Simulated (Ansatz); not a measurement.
Input file:

```yaml
crystal:
  periodic: [false, false, false]
  atoms:
    - {symbol: Si, position_ang: [0.000000, 0.000000, 0.089333]}
    - {symbol: P, position_ang: [0.000000, 0.000000, -1.661667]}
    - {symbol: H, position_ang: [0.000000, 0.000000, 1.572333]}
basis:
  gaussian: {orbitals: 6-31G}
correlation: {method: sc_nevpt2, electrons: outside_noble_gas, active_space: {window: {electrons: 2, orbitals: 2}}}
```

```sh
$ ansatz run in.yaml --threads 1 --pin off --events-out ev --progress --plain --max-ram 2393MiB
```

Log:

```
312 factors; integrals over basis functions are off by at most 1.5e-4 eV
mean field evaluation 1: about -17142.8626 eV, gradient 1.6e1 eV
mean field evaluation 2: about -17142.8695 eV, gradient 1.6e1 eV
mean field evaluation 4: about -17143.9778 eV, gradient 1.3e0 eV
mean field evaluation 8: about -17143.9991 eV, gradient 2.3e-2 eV
mean field -17143.99909853 eV, -630.0303462509 hartree, gradient 2.3e-6 eV, S^2 0.000000; 0 other end points of the search recorded, 0 dependent functions left out; unrestricted orbitals would lower it
reference -17143.99909853 eV, -630.0303462509 hartree; 15, 15 occupied and 13, 13 virtual orbitals, 312 factors
state -17144.48373733 eV, -630.0481563983 hartree
state -17144.48373733 eV, -630.0481563983 hartree; corrected -17147.19237485 eV, -630.1476969914 hartree
Total energy: -17147.19237485 eV, -630.1476969914 hartree
```

Natural occupations: 1.9273 0.0727.

For the same geometry and basis full CI lies 504.9 meV lower.

Ran on 1 thread of Arm Neoverse V2, shared host: 0.39 s wall, 0.07 GiB peak host memory.
